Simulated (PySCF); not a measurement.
Compound: azulene radical anion, C10H8 (charge -1 and doublet state).
Bonds: C1–C2 (aromatic), C2–C3 (aromatic), C3–C4 (aromatic), C4–C5 (aromatic), C5–C6 (aromatic), C6–C7 (aromatic), C7–C8 (aromatic), C8–C9 (aromatic), C9–C10 (aromatic), C1–C10 (aromatic), C4–C8. Hydrogens: H11 on C1; H12 on C2; H13 on C3; H14 on C5; H15 on C6; H16 on C7; H17 on C9; H18 on C10.

Theory: PBE0-D3(BJ)/def2-SVP geometry optimisation, gas phase (PySCF).

(1) List the bond lengths, angles and torsions at this level.

## Answers

(1) 
```json
{"bond": "C1–C2, C1–C10", "length (Å)": "1.416", "order": "aromatic"}
{"bond": "C2–C3, C9–C10", "length (Å)": "1.381", "order": "aromatic"}
{"bond": "C3–C4, C8–C9", "length (Å)": "1.435", "order": "aromatic"}
{"bond": "C4–C5, C7–C8", "length (Å)": "1.410", "order": "aromatic"}
{"bond": "C5–C6, C6–C7", "length (Å)": "1.410", "order": "aromatic"}
{"bond": "C4–C8", "length (Å)": "1.450", "order": "single"}
{"bond": "C1–H11", "length (Å)": "1.096", "order": "single"}
{"bond": "C2–H12, C10–H18", "length (Å)": "1.098", "order": "single"}
{"bond": "C3–H13, C9–H17", "length (Å)": "1.097", "order": "single"}
{"bond": "C5–H14, C7–H16", "length (Å)": "1.094", "order": "single"}
{"bond": "C6–H15", "length (Å)": "1.093", "order": "single"}
```

Bonds in one row agree within 0.01 Å and their mean is given. Orders are formal, as drawn. A selection of angles:
```json
{"angle": "C2–C1–C10", "degrees": "128.1"}
{"angle": "C1–C2–C3", "degrees": "129.7"}
{"angle": "C2–C3–C4", "degrees": "128.4"}
{"angle": "C3–C4–C5", "degrees": "125.1"}
{"angle": "C3–C4–C8", "degrees": "127.8"}
{"angle": "C5–C4–C8", "degrees": "107.1"}
{"angle": "C4–C5–C6", "degrees": "109.0"}
{"angle": "C5–C6–C7", "degrees": "107.8"}
```

Dihedral angles: C3–C4–C8–C7 180° (antiperiplanar).

C3 (carbon bonded to 2 C and H) is planar (angles 128.4°, 116.4° and 115.1°, sum 360.0°, 0.00 Å off the plane of its three neighbours). C6 (carbon bonded to 2 C and H) is planar (angles 126.1°, 126.1° and 107.8°, sum 360.0°, 0.00 Å off the plane of its three neighbours). C1 (carbon bonded to 2 C and H) is planar (angles 128.1°, 115.9° and 115.9°, sum 360.0°, 0.00 Å off the plane of its three neighbours). C2 (carbon bonded to 2 C and H) is planar (angles 129.7°, 115.4° and 114.8°, sum 360.0°, 0.00 Å off the plane of its three neighbours). The 10 heavy atoms lie in one plane (0.000 Å rms). C4 (carbon bonded to 3 C) is planar (angles 127.8°, 125.1° and 107.1°, sum 360.0°, 0.00 Å off the plane of its three neighbours). The C–C distances run from 1.381 Å (C9–C10, aromatic) to 1.450 Å (C4–C8, drawn single), a spread of 0.069 Å.

Point group: C2v (tolerance 0.08 Å). No PBE0-D3(BJ)/def2-SVP frequencies stand behind this structure, so it isn't proved a minimum. ⟨S²⟩ = 0.773 (exact for a doublet: 0.75). Whether the extra electron is bound in the gas phase wasn't checked; a finite basis holds it in any case. The geometry's basis has no diffuse functions, a weakness for an anion.

One conformer stands for the species.
